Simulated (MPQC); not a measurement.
# SiHOF (SMILES O[Si]F) at HF/STO-6G (hessian update BFGS)

Wanted: a structure relaxation of SiHOF. 

The calculation is run with MPQC 2.3.1.

5 further runs of the same task are left out: 2 that didn't finish, 3 set aside as unsound or not needed.

## (1) The structure to begin with

SiHOF: 4 atoms, total charge 0, spin state singlet. As SMILES, `O[Si]F`. Geometry: relaxed at GFN2-xTB. The run starts from this shape.

Bond lengths: O1–Si2 1.607 Å, Si2–F3 1.648 Å, O1–H4 0.960 Å. Angles: O1–Si2–F3 98.8°, Si2–O1–H4 126.0°.

## (2) A geometry optimisation at HF/STO-6G (hessian update BFGS)

Input file mol.in:

```
% FHOSi RHF
method: RHF
basis: STO-6G
molecule: (bohr)
  O   -1.05960723   1.39051717  -0.33778854
  Si   0.51032054   0.14785217   1.94537856
  F    1.70680064  -2.29480782   0.42758833
  H   -1.15751394   0.75645737  -2.03517834
optimize: yes (redundant)
checkpoint: no
memory: 1000000000
symmetry: c1
multiplicity: 1
```

Started as:

```console
mpqc mol.in > mol.out
```

Log:

```text
MPQC: Massively Parallel Quantum Chemistry
[...]
  CLSCF::init: total charge = 0
[...]
  nbasis = 20
[...]
  iter     1 energy = -461.0804678291 delta = 5.28381e-01
[...]
    symmetry = c1
[...]
  WARNING: IntMolecularCoor::all_to_cartesian(RefSCVector&): too many iterations in geometry update
[...]
  WARNING: IntMolecularCoor::all_to_cartesian(RefSCVector&): too many iterations in geometry update
[...]
  LUMO is    17   A =   0.260933
  total scf energy = -461.9947834075
[...]
  Total Gradient:
       1   O  -0.0000078820   0.0000059386  -0.0000128451
       2  Si   0.0000113042  -0.0000125200   0.0000091743
       3   F  -0.0000023750   0.0000056303   0.0000043872
       4   H  -0.0000010472   0.0000009511  -0.0000007164
  WARNING: IntMolecularCoor::all_to_cartesian(RefSCVector&): too many iterations in geometry update
[...]
  Value of the MolecularEnergy: -461.9947834075
[...]
```

Wall time 6.3 s (1 thread of Arm Neoverse V2, shared host).

Step by step:

```csv
step,energy from the first frame kept (eV),largest force (eV/Å)
0,0.0000,1.8780
1,-0.0964,1.3813
2,-0.1465,0.9937
3,-0.1510,0.5382
4,-0.1434,0.9333
5,-0.1696,0.0866
6,-0.1700,0.0566
7,-0.1700,0.0108
8,-0.1700,0.0010
```

After the run. Bond lengths: O1–Si2 1.638 Å, Si2–F3 1.600 Å, O1–H4 0.982 Å. Angles: O1–Si2–F3 93.8°, Si2–O1–H4 112.2°.

## (3) Results

Level: HF/STO-6G (hessian update BFGS).

| quantity | value |
| --- | --- |
| total energy at the end | -461.99478 Eh |
| HOMO energy | -7.26 eV |
| LUMO energy | 7.10 eV |
| HOMO–LUMO gap | 14.36 eV |

At the final geometry: Bond lengths: O1–Si2 1.638 Å, Si2–F3 1.600 Å, O1–H4 0.982 Å. Angles: O1–Si2–F3 93.8°, Si2–O1–H4 112.2°. The optimisation took 8 steps and changed the energy by -0.170 eV.
